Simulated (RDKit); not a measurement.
A run for RDKit: UFF on CH6O2 (a complex).

```python
from rdkit import Chem
from rdkit.Chem import AllChem, rdDetermineBonds

blocks = [
'''3

O    -2.13621538    0.08060933    0.11562240
H    -2.55289238    0.87948233    0.44139240
H    -1.20718838    0.19136633    0.35657140
''',
'''6

O     0.94522162    0.17529333    0.52020340
H     1.31320462   -0.39678467    1.19773140
C     1.41022662   -0.29633667   -0.74195560
H     0.97940962    0.35475633   -1.49506960
H     2.49619062   -0.24554467   -0.81626760
H     1.08188462   -1.31620667   -0.94103660
''',
]
mol = None
for b in blocks:
    f = Chem.MolFromXYZBlock(b)
    rdDetermineBonds.DetermineBonds(f, charge=0)
    mol = f if mol is None else Chem.CombineMols(mol, f)
Chem.SanitizeMol(mol)
print(Chem.MolToSmiles(Chem.RemoveHs(mol)))
ff = AllChem.UFFGetMoleculeForceField(mol, vdwThresh=100.0, ignoreInterfragInteractions=False)
e = ff.CalcEnergy()
print(f'UFF energy {e:.6f} kcal/mol')
```

Program output:

```
CO.O
UFF energy 7.525740 kcal/mol
```

The run finished.

Cost: around 0.03 core-seconds (rough).
